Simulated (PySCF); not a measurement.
Compound: (CH3)2CHCH2F, C4H9F.
Bonds: C1–C2, C2–C3, C2–C4, C4–F5. Hydrogens: H6, H7, H8 on C1; H9 on C2; H10, H11, H12 on C3; H13, H14 on C4.

Level: wB97X-D/pcSseg-2 in PySCF, non-relativistic, on one gas-phase PBE0-D3(BJ)/def2-TZVP geometry that isn't relaxed in the solvent. The solvent is an IEF-PCM continuum (Bondi radii, 1.10 Å for H, scaled by 1.2). Specific hydrogen bonds and non-electrostatic terms are outside this model.

Gas phase at wB97X-D/pcSseg-2: HOMO -10.98 eV, LUMO 2.27 eV, dipole 1.87 D.

Q: What does the continuum do to the energy, the frontier levels and the dipole at wB97X-D/pcSseg-2 in chloroform?

A: 
```json
{"solvent": "chloroform", "ε": "4.711", "E(solvent) − E(gas) (kcal/mol)": "-2.03", "polarisation term (kcal/mol)": "-2.24", "distortion of the solute (kcal/mol)": "0.21", "HOMO (eV)": "-10.87", "LUMO (eV)": "2.49", "dipole (D)": "2.21"}
```

The polarisation term is half the interaction of the solute with the surface charges that it induces; the rest is the cost of distorting the solute's density. The sum is the electrostatic part of solvation alone.

Q: Which radius a makes the point-dipole formula ΔE = −[(ε − 1)/(2ε + 1)]·μ²/a³ give the value in chloroform, with the gas-phase dipole?

A: μ = 0.737 au and |ΔE| = 0.00323 Eh give a = 2.07 Å; the farthest nucleus lies 2.41 Å from the centroid of the nuclei, so such a sphere wouldn't even hold the nuclei. The formula assumes a rigid point dipole at the centre of a sphere.

Shape of the structure used: `[CH3:1][CH:2]([CH3:3])[CH2:4][F:5]`: C1–C2–C4–F5 61°.

The pairwise dispersion term of wB97X-D wasn't added to the energies; at a given geometry it leaves orbitals and properties as they are.
